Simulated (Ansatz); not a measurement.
Input file:

```yaml
crystal:
  periodic: [false, false, false]
  atoms:
    - {symbol: B, position_ang: [0.000000, 0.155329, 1.255802]}
    - {symbol: C, position_ang: [0.000000, -0.179849, -0.976171]}
    - {symbol: H, position_ang: [0.000000, 0.477057, -1.837388]}
basis:
  gaussian: {orbitals: STO-3G}
correlation: {active_space: {window: {electrons: 2, orbitals: 2}, places: [1, 2]}}
```

```sh
$ ansatz run in.yaml --threads 1 --pin off --events-out ev --progress --plain --max-ram 2393MiB
```

Question: What does the program do with this input?

Answer: Refused. The input was made wrong on purpose (two definitions of the active space), so the run isn't a sound calculation of what was asked.
```
Error: invalid value for `correlation.active_space`: name one of window, places and ras
```
